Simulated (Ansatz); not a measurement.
Molecule (SMILES): O (H2O).
Atoms: O1, H2, H3. Bonds: O1-H2, O1-H3.

Basis-set convergence of the lowest harmonic wavenumber at PBE with Ansatz (a first-principles code). Each level at its own minimum, finite differences of forces, unscaled; the reference is a large set that could be run, not a limit. Cartesian d functions, on some or all atoms, in 6-31G*; all else is spherical. The program fits the integrals of some runs and decomposes those of others, by size. No added dispersion term, no relativity. Reference: the value in aug-cc-pVQZ, 1594 cm⁻¹.

```csv
basis,functions,lowest harmonic wavenumber (cm⁻¹)
STO-3G,7,?
3-21G,13,?
def2-SV(P),18,1605
6-31G*,19,?
cc-pVDZ,24,1626
6-311G**,30,1606
def2-SVPD,39,?
aug-cc-pVDZ,41,1585
cc-pVTZ,58,1606
def2-TZVPP,59,1599
jun-cc-pV(T+d)Z,67,1592
def2-QZVPPD,132,1594
aug-cc-pVQZ,172,1594
```

Problem. What belongs in the gaps?

Solution. 
- STO-3G, lowest harmonic wavenumber (cm⁻¹): 1984
- 3-21G, lowest harmonic wavenumber (cm⁻¹): 1664
- 6-31G*, lowest harmonic wavenumber (cm⁻¹): 1683
- def2-SVPD, lowest harmonic wavenumber (cm⁻¹): 1553
